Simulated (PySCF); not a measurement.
Gas-phase reaction: SiF2 + SiO2 + F2 ⇌ 2 SiOF2

Computed with PySCF (xtb for GFN2) and rigid-rotor harmonic-oscillator thermochemistry at 1 bar. † marks an energy on the PBE0/def2-TZVP geometry and frequencies; other levels use their own. CCSD(T) freezes the core. 6-31G* has spherical d functions here. All species are closed-shell singlets. SiOF2: computed as isolated molecules; such fragments, hydroxides, amides, oligomers or adducts are transient or little studied in the gas. CCSD(T) isn't extrapolated to the basis-set limit; its ΔH°(298 K) is -809.9 kJ in def2-SVP and -882.8 kJ in def2-TZVPP. The harmonic model lacks anharmonicity and excited electronic states, which grow with temperature; levels with a mode under 35 cm⁻¹ are left out. Warning, large T1 diagnostic: SiO2 (CCSD(T)/def2-SVP†).

```json
[
 {"level": "CCSD(T)/def2-SVP†", "ΔE electronic, kJ": "-818", "ΔH°(298 K), kJ": "-810", "ΔS°(298 K), J/K": "-136", "ΔG°(1400 K), kJ": "-621"},
 {"level": "GFN2-xTB", "ΔE electronic, kJ": "-751", "ΔH°(298 K), kJ": "-742", "ΔS°(298 K), J/K": "-128", "ΔG°(1400 K), kJ": "-563"},
 {"level": "HF/6-31G*", "ΔE electronic, kJ": "-934", "ΔH°(298 K), kJ": "-925", "ΔS°(298 K), J/K": "-137", "ΔG°(1400 K), kJ": "-733"},
 {"level": "M06-2X/def2-TZVP†", "ΔE electronic, kJ": "-925", "ΔH°(298 K), kJ": "-916", "ΔS°(298 K), J/K": "-136", "ΔG°(1400 K), kJ": "-727"},
 {"level": "PBE/def2-SVP", "ΔE electronic, kJ": "-790", "ΔH°(298 K), kJ": "-782", "ΔS°(298 K), J/K": "-134", "ΔG°(1400 K), kJ": "-597"},
 {"level": "PBE/def2-TZVP†", "ΔE electronic, kJ": "-831", "ΔH°(298 K), kJ": "-823", "ΔS°(298 K), J/K": "-136", "ΔG°(1400 K), kJ": "-634"},
 {"level": "PBE0/def2-SVP†", "ΔE electronic, kJ": "-835", "ΔH°(298 K), kJ": "-827", "ΔS°(298 K), J/K": "-136", "ΔG°(1400 K), kJ": "-638"},
 {"level": "r2SCAN/def2-TZVP†", "ΔE electronic, kJ": "-905", "ΔH°(298 K), kJ": "-896", "ΔS°(298 K), J/K": "-136", "ΔG°(1400 K), kJ": "-707"},
 {"level": "LDA/def2-TZVP†", "ΔE electronic, kJ": "-892", "ΔH°(298 K), kJ": "-884", "ΔS°(298 K), J/K": "-136", "ΔG°(1400 K), kJ": "-695"},
 {"level": "ωB97X-V/def2-TZVP†", "ΔE electronic, kJ": "-893", "ΔH°(298 K), kJ": "-884", "ΔS°(298 K), J/K": "-136", "ΔG°(1400 K), kJ": "-696"}
]
```
ΔH° is lowest at HF/6-31G* and highest at GFN2-xTB. No reference value is set beside these.
